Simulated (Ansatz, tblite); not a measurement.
# The cluster InAs2−: one state, many levels

How do method and basis change the picture of the cluster InAs2− (singlet)?

Program: Ansatz 0.2.0, Gaussian basis. Level of theory: as each input shows. These are calculated values, not measurements.

Plan: GFN1-xTB, GFN2-xTB, PBE-D4/def2-TZVPD, r2SCAN-D4/def2-TZVPD, LDA/def2-TZVPD, HF/def2-TZVPD, CAM-B3LYP-D4/def2-TZVPD, B3LYP-D4/def2-TZVPD, r2SCANh-D4/def2-TZVPD, PBE-D4/def2-SVPD, PBE0-D4/def2-SVPD, CCSD(T)/def2-TZVPPD, MP2/def2-TZVPD, RPA/def2-TZVPD.

8 further runs of the same task are left out: 1 that didn't finish, 7 set aside as unsound or not needed.

## Step 1: The relaxed structure

The singlet was relaxed beforehand with r2SCAN-D4/def2-TZVPD. At that level it is the lowest of the isomers that a small search found.

3 atoms, charge -1, spin multiplicity 1.

Bond lengths: In1–As2 2.750 Å, In1–As3 2.750 Å, As2–As3 2.270 Å. Angles: As2–In1–As3 48.8°, In1–As2–As3 65.6°, In1–As3–As2 65.6°.

In takes a core potential in the def2 sets. No spin-orbit coupling is included. The ion is computed in the gas phase, without counter-ions or solvent.

PBE0-D4/def2-TZVPD was run before; its log isn't repeated, and its numbers join the tables.

## Step 2: GFN1-xTB

Tight binding, by tblite at 300 K electronic temperature and without a spin-polarisation term:

```python
tblite.interface.Calculator('GFN1-xTB', numbers, positions, charge=-1, uhf=0).singlepoint()
```

Energy -174.6115 eV, HOMO -5.97 eV, LUMO -5.23 eV; 0.004 s.

## Step 3: GFN2-xTB

Tight binding, by tblite at 300 K electronic temperature and without a spin-polarisation term:

```python
tblite.interface.Calculator('GFN2-xTB', numbers, positions, charge=-1, uhf=0).singlepoint()
```

Energy -166.1088 eV, HOMO -2.23 eV, LUMO -1.41 eV; 0.003 s.

## Step 4: PBE-D4/def2-TZVPD

start.molden holds the orbitals of an earlier run on this state, given as this run's starting guess.

in.yaml reads:

```yaml
crystal:
  periodic: [false, false, false]
  atoms:
    - {symbol: In, position_ang: [-1.088308, -0.963864, 0.821285]}
    - {symbol: As, position_ang: [-0.181100, 1.352837, -0.349595]}
    - {symbol: As, position_ang: [1.269407, -0.388983, -0.471690]}
basis:
  gaussian: {orbitals: def2-TZVPD, initial_orbitals: start.molden}
total_charge: -1
hamiltonian: {xc: pbe, dispersion: d4}
scf: {omitted_lower_state_checks: [starts]}
output: {orbitals: {seedname: orbitals}}
```

The run is started by

```sh
> ansatz run in.yaml --threads 4 --pin off --events-out ev --progress --plain --max-ram 3916MiB
```

Further steps of the session: r2SCAN-D4/def2-TZVPD; LDA/def2-TZVPD; HF/def2-TZVPD; CAM-B3LYP-D4/def2-TZVPD; B3LYP-D4/def2-TZVPD; r2SCANh-D4/def2-TZVPD; PBE-D4/def2-SVPD; PBE0-D4/def2-SVPD; CCSD(T)/def2-TZVPPD; MP2/def2-TZVPD; RPA/def2-TZVPD.

Before running them: what should the planned runs give, taken together? Wanted: gap in def2-TZVPD, named functionals and Hartree-Fock, smallest and largest; correlation energy, CCSD(T)/def2-TZVPPD; correlation energy, MP2/def2-TZVPD; PBE0 total energy, smallest basis above largest.

As calculated:

| quantity | value |
| --- | --- |
| gap in def2-TZVPD, named functionals and Hartree-Fock, smallest and largest | 0.55 eV (LDA), 6.35 eV (HF) |
| correlation energy, CCSD(T)/def2-TZVPPD | -22.62 eV |
| correlation energy, MP2/def2-TZVPD | -22.07 eV |
| PBE0 total energy, smallest basis above largest | 15.16 eV (def2-SVPD, def2-TZVPD) |

**Reading.** Over the named functionals and Hartree-Fock in def2-TZVPD the gap runs from 0.55 eV (LDA) to 6.35 eV (HF); exact exchange widens it. LDA, PBE-D4, r2SCAN-D4, r2SCANh-D4 put the HOMO above zero: the outermost electron is held by the basis alone.
